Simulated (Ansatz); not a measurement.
Born–Oppenheimer molecular dynamics of CH3F2 (6 atoms, charge 0, multiplicity 2). It starts at the highest image of a converged band, a first-order saddle point between two minima.

Level of theory: UKS B3LYP/def2-SVP in Ansatz 0.2.0.

```
ensemble                      : NVE (velocity Verlet)
time step                     : 0.5 fs
steps asked                   : 200
starting velocities drawn for : 100 K
seed                          : 5844
```

Frames 1 fs apart, positions in Å, forces in eV/Å.

Velocities at 20.0 fs (Å/ps):

```
H 6.74 -10.69 5.73
C -1.70 -0.08 0.04
F 0.63 -0.16 -0.61
F 0.49 0.65 0.10
H -7.84 6.69 -3.40
H 0.11 -4.31 6.79
```

```xyz
6
Properties=species:S:1:pos:R:3:forces:R:3 time_fs=20.0 energy_less_start_eV=0.029 T=44
H 0.875 -0.432 0.131 0.38 0.12 -0.01
C -0.387 0.163 -0.131 0.41 1.19 -0.53
F -1.269 -0.709 0.263 -0.94 -0.94 0.24
F -0.461 1.265 0.632 0.15 -0.13 -0.23
H 1.713 -0.701 0.356 -0.05 -0.09 0.01
H -0.460 0.410 -1.224 0.06 -0.15 0.52
6
Properties=species:S:1:pos:R:3:forces:R:3 time_fs=21.0 energy_less_start_eV=0.024 T=53
H 0.883 -0.442 0.137 0.37 0.12 -0.03
C -0.388 0.164 -0.131 0.29 1.22 -0.30
F -1.269 -0.709 0.262 -0.97 -0.97 0.28
F -0.460 1.266 0.632 0.15 -0.15 -0.23
H 1.705 -0.695 0.353 0.10 -0.15 0.05
H -0.460 0.406 -1.215 0.05 -0.07 0.23
6
Properties=species:S:1:pos:R:3:forces:R:3 time_fs=22.0 energy_less_start_eV=0.021 T=59
H 0.895 -0.451 0.142 0.31 0.13 -0.05
C -0.390 0.165 -0.132 0.13 1.16 0.04
F -1.269 -0.710 0.262 -0.94 -0.95 0.29
F -0.459 1.266 0.632 0.15 -0.15 -0.22
H 1.698 -0.690 0.350 0.30 -0.22 0.11
H -0.459 0.400 -1.204 0.04 0.04 -0.16
6
Properties=species:S:1:pos:R:3:forces:R:3 time_fs=23.0 energy_less_start_eV=0.021 T=60
H 0.910 -0.459 0.147 0.20 0.13 -0.07
C -0.391 0.167 -0.132 -0.04 1.04 0.36
F -1.269 -0.711 0.262 -0.86 -0.89 0.29
F -0.459 1.267 0.632 0.15 -0.13 -0.21
H 1.694 -0.687 0.348 0.53 -0.29 0.17
H -0.458 0.395 -1.194 0.03 0.14 -0.54
6
Properties=species:S:1:pos:R:3:forces:R:3 time_fs=24.0 energy_less_start_eV=0.017 T=68
H 0.927 -0.466 0.151 0.08 0.14 -0.09
C -0.392 0.171 -0.132 -0.20 0.89 0.54
F -1.270 -0.713 0.262 -0.75 -0.78 0.26
F -0.458 1.267 0.632 0.13 -0.09 -0.18
H 1.695 -0.687 0.348 0.72 -0.35 0.21
H -0.456 0.391 -1.190 0.02 0.20 -0.74
6
Properties=species:S:1:pos:R:3:forces:R:3 time_fs=25.0 energy_less_start_eV=0.002 T=97
H 0.945 -0.471 0.155 0.03 0.13 -0.10
C -0.393 0.174 -0.132 -0.33 0.70 0.46
F -1.272 -0.715 0.262 -0.62 -0.64 0.23
F -0.457 1.268 0.631 0.11 -0.04 -0.14
H 1.703 -0.691 0.350 0.79 -0.36 0.23
H -0.454 0.389 -1.192 0.02 0.20 -0.68
6
Properties=species:S:1:pos:R:3:forces:R:3 time_fs=26.0 energy_less_start_eV=-0.024 T=147
H 0.963 -0.474 0.157 0.10 0.10 -0.07
C -0.395 0.179 -0.131 -0.41 0.50 0.16
F -1.273 -0.718 0.262 -0.47 -0.47 0.17
F -0.456 1.268 0.631 0.07 0.03 -0.09
H 1.718 -0.698 0.354 0.68 -0.33 0.20
H -0.452 0.389 -1.201 0.02 0.16 -0.38
6
Properties=species:S:1:pos:R:3:forces:R:3 time_fs=27.0 energy_less_start_eV=-0.050 T=197
H 0.982 -0.477 0.159 0.28 0.03 -0.01
C -0.397 0.184 -0.130 -0.44 0.28 -0.25
F -1.275 -0.721 0.262 -0.32 -0.28 0.11
F -0.455 1.268 0.630 0.03 0.12 -0.03
H 1.740 -0.707 0.359 0.43 -0.24 0.13
H -0.450 0.390 -1.214 0.02 0.10 0.03
6
Properties=species:S:1:pos:R:3:forces:R:3 time_fs=28.0 energy_less_start_eV=-0.069 T=234
H 1.004 -0.480 0.161 0.50 -0.05 0.07
C -0.399 0.189 -0.130 -0.46 0.04 -0.61
F -1.277 -0.724 0.262 -0.17 -0.09 0.05
F -0.454 1.269 0.630 -0.01 0.20 0.04
H 1.766 -0.720 0.367 0.13 -0.14 0.04
H -0.448 0.393 -1.226 0.01 0.04 0.41
6
Properties=species:S:1:pos:R:3:forces:R:3 time_fs=29.0 energy_less_start_eV=-0.084 T=262
H 1.030 -0.483 0.163 0.69 -0.14 0.13
C -0.402 0.194 -0.130 -0.48 -0.21 -0.84
F -1.280 -0.727 0.263 -0.02 0.10 -0.01
F -0.454 1.269 0.629 -0.05 0.29 0.11
H 1.793 -0.733 0.374 -0.12 -0.04 -0.03
H -0.445 0.395 -1.234 -0.01 0.00 0.65
6
Properties=species:S:1:pos:R:3:forces:R:3 time_fs=30.0 energy_less_start_eV=-0.103 T=299
H 1.063 -0.488 0.167 0.78 -0.21 0.18
C -0.405 0.199 -0.130 -0.54 -0.43 -0.89
F -1.282 -0.729 0.263 0.12 0.27 -0.07
F -0.453 1.270 0.629 -0.09 0.36 0.17
H 1.819 -0.747 0.381 -0.24 0.02 -0.07
H -0.443 0.398 -1.236 -0.03 -0.01 0.69
6
Properties=species:S:1:pos:R:3:forces:R:3 time_fs=31.0 energy_less_start_eV=-0.131 T=355
H 1.103 -0.494 0.173 0.71 -0.22 0.17
C -0.409 0.203 -0.131 -0.62 -0.63 -0.74
F -1.284 -0.732 0.263 0.25 0.42 -0.13
F -0.452 1.271 0.629 -0.11 0.41 0.23
H 1.843 -0.761 0.388 -0.17 0.02 -0.06
H -0.441 0.401 -1.232 -0.06 0.01 0.53
```

Of the whole run (100 fs, mean temperature of the second half 839 K): The conserved energy stayed within 0.068 meV per atom of its start (net change 0.043 meV per atom), so the integration is sound. The system heated up, since it started high on the potential surface and ran downhill. A run of 0.1 ps of so small a system gives no equilibrium averages.

The run took 3 min on 1 thread of Intel(R) Xeon(R) 6975P-C (Granite Rapids), with other jobs on the host, peak memory 0.14 GiB.
